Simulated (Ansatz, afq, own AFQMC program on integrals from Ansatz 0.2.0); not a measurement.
# Rh, sextet: AFQMC among the cluster methods

A free Rh atom.

Basis def2-TZVPP with its core potentials. Noble-gas cores (and the filled d shells of Ga–Kr and In–Xe) are frozen. Ansatz 0.2.0 and our own AFQMC program on the same integrals; the CISD trial comes from CCSD amplitudes, and released means the phaseless constraint is let go. Uncertainties: one standard error, sampling alone. No spin–orbit coupling. The metal's outer-core s and p shells are frozen, which shifts wave-function levels against functionals.

Determinant: UHF, the one that the program's search chose, which needn't be the lowest solution.

No full CI on the walks' own integrals is used here; CCSDT(Q) serves as the reference and is uncertain by about the last step of the cluster series.

Cautions: no spin-orbit coupling; outer-core shells of the metal frozen; another spin lies lower (by 4.25 eV); the released energies have errors that jump between times, so the bars are unsure, so no released level is given (meV from the phaseless value at times in 1/Eh: -7.3 ± 1.5 at 0.60, -6.2 ± 1.1 at 1.20, -23 ± 17 at 2.00, -8 ± 3 at 3.00, -17 ± 4 at 4.20), though the last usable value meets CCSDT(Q) within the noise.

* T1 diagnostic: 0.0118
* weight of the determinant in the CISD state: 0.945
* ⟨S²⟩ of the determinant: 8.754
* size of the correlated space: 9 electrons in 52 orbitals

| level | correlation energy (eV) |
| --- | --- |
| MP2 | -5.0622 |
| CCSD | -5.1566 |
| CCSD(T) | -5.2998 |

**Question.** Estimate where phaseless AFQMC with a CISD trial lies against CCSD(T) on the same integrals.

**Answer.** 0.1 ± 0.1 kJ/mol above CCSD(T). The gap is under twice the noise, so this walk alone can't tell the two apart.

Reference: CCSDT(Q), correlation energy -5.321 eV.

| level | E − E(reference) (kJ/mol) | share of correlation (%) |
| --- | --- | --- |
| CCSD(T) | 2.1 | 99.60 |
| CCSDT | 0.4 | 99.92 |
| ph-AFQMC/CISD | 2.2 ± 0.1 | 99.58 |
